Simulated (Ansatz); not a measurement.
BN2⁻. Charge -1, multiplicity 1. Geometry PBE0-D4/def2-TZVPD, basis def2-TZVPD, Ansatz.

Cartesian coordinates in Å:
```
B -0.167 0.881 -0.078
N 0.005 -0.510 -0.584
N 0.162 -0.371 0.662
```

| run | HOMO (eV) | LUMO (eV) |
| --- | --- | --- |
| A | -2.00 | 5.02 |
| B | 0.99 | 2.91 |
| C | 0.15 | 4.04 |
| D | 1.15 | 2.64 |
| E | 0.04 | 4.19 |

The structure comes from a short search, and lower isomers may exist.

Question: The runs used PBE, PBE0, r2SCAN, r2SCAN0, ωB97M-V. Estimate which is which.

Answer: A ωB97M-V (range-separated); B r2SCAN (0 % exact exchange); C PBE0 (25 % exact exchange); D PBE (0 % exact exchange); E r2SCAN0 (25 % exact exchange). Exact exchange lowers occupied and raises empty levels; among semilocal functionals meta-GGAs tend to open the gap a little, and such runs are hard to tell apart. The gap grows from 1.49 eV (PBE) to 7.02 eV (ωB97M-V). At r2SCAN-D4/def2-TZVPD, PBE0-D4/def2-TZVPD, PBE-D4/def2-TZVPD, r2SCAN0-D4/def2-TZVPD the highest occupied level of the charge -1 singlet lies above zero (up to 1.15 eV). By energy differences its removal costs 1.89 eV (vertical, to the charge 0 doublet, at PBE-D4/def2-TZVPD); a positive level beside a positive removal energy at the same level points to self-interaction error.
